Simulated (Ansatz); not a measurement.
Harmonic frequencies (cm⁻¹) at PBE0-D4/def2-TZVP from Ansatz: 117, 180, 384, 474, 513, 825, 827, 931, 1049, 1085, 1108, 1134, 1351, 1395, 1422, 1457, 1461, 1473, 1480, 1752, 3042, 3049, 3104, 3110, 3141, 3168, 3458.

Each molecule was computed in one conformer, which needn't be the lowest.

(1) Which molecule is it?
A. `C/C=C/N`
B. `CC(C)=N`
C. `NC1CC1`
D. `C1CNC1`

## Answers

(1) B.
